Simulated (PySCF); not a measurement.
Geometry:
```json
{"atom": "F1", "x (Å)": "0.005", "y (Å)": "0.993", "z (Å)": "1.520"}
{"atom": "C2", "x (Å)": "-0.094", "y (Å)": "-0.150", "z (Å)": "0.789"}
{"atom": "C3", "x (Å)": "-0.010", "y (Å)": "0.173", "z (Å)": "-0.689"}
{"atom": "Cl4", "x (Å)": "-0.264", "y (Å)": "-1.327", "z (Å)": "-1.603"}
{"atom": "Cl5", "x (Å)": "1.542", "y (Å)": "0.930", "z (Å)": "-1.084"}
{"atom": "H6", "x (Å)": "0.720", "y (Å)": "-0.843", "z (Å)": "1.058"}
{"atom": "H7", "x (Å)": "-1.066", "y (Å)": "-0.634", "z (Å)": "0.986"}
{"atom": "H8", "x (Å)": "-0.795", "y (Å)": "0.880", "z (Å)": "-0.986"}
```

PySCF 2.14 calculation with geometry from PBE0-D3(BJ)/def2-SVP and shielding tensors at KT3/pcSseg-2 (GIAO); no solvent model, no relativistic terms, one conformer, equivalent nuclei averaged.

δ = σ(ref) − σ, references computed at the same level: TMS for 13C and 1H; CFCl3 for 19F; 35Cl vs HCl.

```json
{"atoms": "Cl4/Cl5", "nucleus": "35Cl", "count": "2", "δ (ppm)": "235"}
{"atoms": "H6/H7", "nucleus": "1H", "count": "2", "δ (ppm)": "4.39"}
{"atoms": "C3", "nucleus": "13C", "count": "1", "δ (ppm)": "86.2"}
{"atoms": "C2", "nucleus": "13C", "count": "1", "δ (ppm)": "88.8"}
{"atoms": "H8", "nucleus": "1H", "count": "1", "δ (ppm)": "?"}
{"atoms": "F1", "nucleus": "19F", "count": "1", "δ (ppm)": "?"}
```

Problem. Fill in the missing shifts.

Solution. 
- H8: 6.09 ppm, hydrogen on an sp3 CH bonded to 2 Cl; its carbon carries Cl, an electronegative neighbour
- F1: -229.7 ppm, fluorine on an sp3 carbon

Carbons that carry Cl, above all several Cl atoms, come out too deshielded, partly because spin–orbit coupling is missing. Shifts are as computed, not scaled to solution data. Of 1211 compounds with measured shifts, 218 miss one by over three times the rms of a fit or turn the order of signals round; such compounds aren't used in these exercises. Unscaled 19F shifts against computed CFCl3 carry errors that often reach 10 to 50 ppm.
